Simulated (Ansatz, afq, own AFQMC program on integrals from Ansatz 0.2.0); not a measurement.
AFQMC on a folder of integrals that Ansatz 0.2.0 wrote.

```yaml
crystal:
  periodic: [false, false, false]
  atoms:
    - {symbol: Ge, position_ang: [0.000000, -0.037162, 0.264859]}
    - {symbol: O, position_ang: [0.000000, 0.117626, -1.134607]}
    - {symbol: H, position_ang: [0.000000, 1.543765, 0.505273]}
    - {symbol: H, position_ang: [0.000000, -0.732674, -1.583039]}
basis:
  gaussian: {orbitals: cc-pVDZ}
magnetization: {spin_polarized: false}
correlation: {method: ccsd_t, electrons: outside_noble_gas, hamiltonian_folder: ham}
```

```sh
$ ansatz run in.yaml --threads 1 --pin off --events-out ev --progress --plain --max-ram 1382MiB
```

Options of the walk:

```
--method phaseless --trial cisd --walkers 60 --populations 1 --least-time 40 --time-step 0.005 --steps-per-block 50 --equilibration-blocks 28 --max-blocks 300 --target-error 0.00042 --factor-cut 1e-05 --seed 8186 --release-times 0.24,0.51,0.99,1.62,2.4 --release-step 0.03 --release-every 4 --taylor-order 6
```

Times are imaginary, in 1/Eh. The walk had a cap of 513 s. Filled inner d shells are frozen with the cores.

Log:

```
orbitals 36  electrons 6 6  factors 298 of 547
reference energy -2151.20827700 Eh
CCSD correlation -0.28577343 Eh in 10 cycles, weight of the determinant in the CISD state 0.8922
energy of the start -2151.494050 Eh
 block  time / (1/Eh)  mean weight  energy / Eh
     1     0.250  0.9971  -2151.490543
     2     0.500  0.9988  -2151.493025
     3     0.750  1.0025  -2151.502564
     4     1.000  0.9994  -2151.494446
     5     1.250  1.0017  -2151.497279
    10     2.500  0.9980  -2151.509230
    37     9.250  1.0003  -2151.509357
    67    16.750  0.9998  -2151.500514
    97    24.250  1.0002  -2151.491719
   127    31.750  1.0007  -2151.503407
   157    39.250  0.9974  -2151.506289
   187    46.750  0.9992  -2151.500645
   199    49.750  0.9990  -2151.511478
   217    54.250  0.9999  -2151.492153
   247    61.750  0.9990  -2151.495370
   277    69.250  1.0007  -2151.501727
blocks merged  error / Eh  count
     1  0.000347  250
     2  0.000384  125
     4  0.000386  62
     8  0.000367  31
    16  0.000386  15
released: time / (1/Eh)  energy / Eh  error  mean overlap
  0.24  -2151.501740  0.000587  0.9965
  0.51  -2151.501801  0.000433  0.9945
  0.99  -2151.501307  0.000388  1.0022
  1.62  -2151.501728  0.000630  0.9893
  2.40  -2151.500278  0.000643  1.0013
energy -2151.501234 +/- 0.000386 Eh
(rows thinned)
```

The run passed its tests (sampling time, drift between the halves within three errors, error under three times the target), which doesn't prove that it has relaxed.

Against this walk (error 10.5 meV) on the same determinant: CCSD(T) 30.2 meV higher, CCSDT(Q) 0.6 meV lower (within the noise). The error is statistical and leaves out the bias of the constraint. Released to 2.40 1/Eh the energy moves by 26 ± 20 meV (both errors), within twice the noise.

Cautions: constraint bias not in the error; no relativity below Rb; no spin-orbit coupling; inner d shell frozen.

The walk took 2.5 min on 1 thread of Intel(R) Xeon(R) 6975P-C (Granite Rapids) (shared host). The log's last line is the phaseless energy.

CCSDT and higher add their correlation energy to the determinant of the CCSD(T) run, since their own runs factorise the integrals more tightly (a shift of under 2 meV). A walk keeps the symmetry of its determinant, which the program's search chose and which needn't be the lowest solution, so a lower state of the same spin and another symmetry isn't excluded.
